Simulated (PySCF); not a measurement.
# How the method moves the adiabatic energies of losing or gaining an electron of sulfur dioxide

Structure: `O=S=O` (O2S).

All levels share the PBE0-D3(BJ)/ma-def2-SVP structures and the PBE0-D3(BJ)/ma-def2-SVP thermal terms; only the single-point energies (PySCF) change. Values are adiabatic energies of losing or gaining an electron (0 K, eV).

Measured (NIST Chemistry WebBook): adiabatic ionisation energy 12.35 eV; adiabatic electron affinity 1.10 eV.

```csv
level,electron affinity to the radical anion,ionisation energy to the radical cation,time
MP2/ma-def2-TZVP,0.82,12.24,25 s
HF/ma-def2-TZVP,0.95,11.85,4.7 s
CCSD(T)/ma-def2-TZVP,0.99,12.15,20 min
PBE0-D3(BJ)/ma-def2-TZVP,1.31,12.21,–
```

Times are wall times for all single points of a level on 1 thread of Arm Neoverse V1, a shared host; the dash marks the run that also made the structures.

Hartree-Fock leaves out electron correlation, so its ionisation energies and electron affinities from energy differences come out too low, often by 1 eV or more.

At HF/ma-def2-TZVP a relaxed species lies above the same state at the other structure, so the structures fit that level poorly.

The widest spread is that of electron affinity to the radical anion: 0.48 eV, from 0.82 to 1.31.

Differences come from unrounded values, so a last digit can differ from that of the printed terms.
